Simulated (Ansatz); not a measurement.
# SiPH2+ (triplet): from Hartree-Fock to the top rungs, cc-pVDZ

The task here is to estimate one member of a computed series from the others.

Computed with Ansatz 0.2.0, Gaussian basis. Level: cc-pVDZ, core rule «outside noble gas», up to 10 orbitals frozen.

The runs, in order: UHF; CCSD(T) on ROHF; CCSD(T) on UHF; BCCD(T) on ROHF; CISD; CCSDT(Q) on ROHF; CCSDT(Q) on UHF; CASSCF and MRCISD+Q, 10 electrons in 10 orbitals; CASSCF and NEVPT2, 10 electrons in 10 orbitals.

21 further runs of the same task are left out: 2 for a known fault of the program, 4 that didn't finish, 15 set aside as unsound or not needed.

### What is computed

The geometry is a PBE0/def2-TZVP stationary point (not a proven minimum) of the parent state, kept for this charge and spin.

4 atoms, charge 1, spin multiplicity 3.

Atoms are counted from 1 here; the program's logs count them from 0.

Bond lengths: Si1–P2 2.059 Å, Si1–H3 1.485 Å, Si1–H4 1.485 Å. Angles: P2–Si1–H3 124.2°, P2–Si1–H4 124.2°, H3–Si1–H4 111.6°.

Set-up of the first run:

in.yaml

```yaml
crystal:
  periodic: [false, false, false]
  atoms:
    - {symbol: Si, position_ang: [0.000000, 0.000000, 1.016675]}
    - {symbol: P, position_ang: [0.000000, 0.000000, -1.042393]}
    - {symbol: H, position_ang: [0.000000, 1.227985, 1.851803]}
    - {symbol: H, position_ang: [0.000000, -1.227985, 1.851803]}
basis:
  gaussian: {orbitals: cc-pVDZ}
total_charge: 1
magnetization: {spin_polarized: true, initial_magnetization: 2}
hamiltonian: {xc: hf}
output: {orbitals: {seedname: orbitals}}
```

Command:

```sh
$ ansatz run in.yaml --threads 1 --pin off --events-out ev --progress --plain --max-ram 2393MiB
```

Among the steps run: UHF; CCSD(T) on ROHF; CCSD(T) on UHF; BCCD(T) on ROHF; CISD; CCSDT(Q) on ROHF; CCSDT(Q) on UHF; CASSCF and MRCISD+Q, 10 electrons in 10 orbitals; CASSCF and NEVPT2, 10 electrons in 10 orbitals.

One of the session's tables, all rows but one given; the rest of the session is left out.

```
          method  from UCCSDT(Q) (meV)
            ROHF               +5436.7
             UHF               +5300.8
            RMP2               +1189.1
            UMP2               +1221.7
            CISD                +550.1
           RCCSD                +187.0
           UCCSD                +183.4
        RCCSD(T)                 +41.6
        UCCSD(T)                 +41.6
         BCCD(T)                 +41.0
          RCCSDT                  +8.3
          UCCSDT                     ?
       RCCSDT(Q)                  +0.6
       UCCSDT(Q)                     0
  CASSCF valence               +3616.0
  NEVPT2 valence               +1022.9
  MRCISD valence                +270.8
MRCISD+Q valence                 +30.8
```

Q: Estimate the row for UCCSDT from the others.

As computed: from UCCSDT(Q) (meV): +7.9. In the column «from UCCSDT(Q) (meV)» it lies between RCCSDT(Q) (+0.6) and RCCSDT (+8.3).

Limits of these values: Restricted and unrestricted rows rest on different reference determinants; where their highest levels disagree by more than a few hundredths of an eV, they describe different states and don't form one ladder.
